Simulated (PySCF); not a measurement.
# Reproducing measurements on cyclopropene

**Measured values to compare with.**

From NIST CCCBDB Release 22 (SRD 101), experimental dipoles, for the gas: dipole moment (microwave Stark effect) 0.454 ± 0.01 D.

The results are set against them at the end.

Species: cyclopropene, C₃H₄.
Atom-mapped SMILES: `[CH:1]1=[CH:2][CH2:3]1` (hydrogens: H4 on C1; H5 on C2; H6, H7 on C3)

Cartesian coordinates in Å at the GFN2-xTB level; atoms count from 1:
```xyz
7
C3H4 angstrom
C     -0.586    0.661   -0.076
C     -0.620   -0.631    0.034
C      0.749   -0.017    0.018
H     -1.074    1.599   -0.172
H     -1.156   -1.544    0.098
H      1.321    0.046    0.939
H      1.369   -0.109   -0.868
```

The PySCF runs (gas phase, on this GFN2-xTB geometry; no spin–orbit coupling):

| level | job | basis functions | wall time |
| --- | --- | --- | --- |
| PBE0/pcSseg-1 | shieldings, charges and field gradients | 71 | 2.7 s |
| wB97X-D/def2-SVPD | 8 singlets by full TDDFT, 3 Tamm–Dancoff triplets, polarisability | 92 | 3.8 s |
| B3LYP/pcJ-1 | spin–spin couplings from 7 perturbed nuclei | 121 | 5.7 s |

Hardware: Arm Neoverse V1, one thread (shared host).

**Comparison with experiment**

**Dipole moment.** Measured: 0.454 D (NIST CCCBDB Release 22 (SRD 101), experimental dipoles).

| level | computed (D) | computed − measured (D) | % (from the printed values) |
| --- | --- | --- | --- |
| PBE0/pcSseg-1 | 0.465 | +0.011 | +2 |
| wB97X-D/def2-SVPD | 0.458 | +0.004 | +1 |
| B3LYP/pcJ-1 | 0.463 | +0.009 | +2 |

All 3 levels lie above the measurement. The computed dipoles belong to one fixed geometry; measured ones are averaged over vibrations unless marked μe. Magnitudes are compared, not signs.

No measured geometry was used, and the causes of the misses weren't examined.
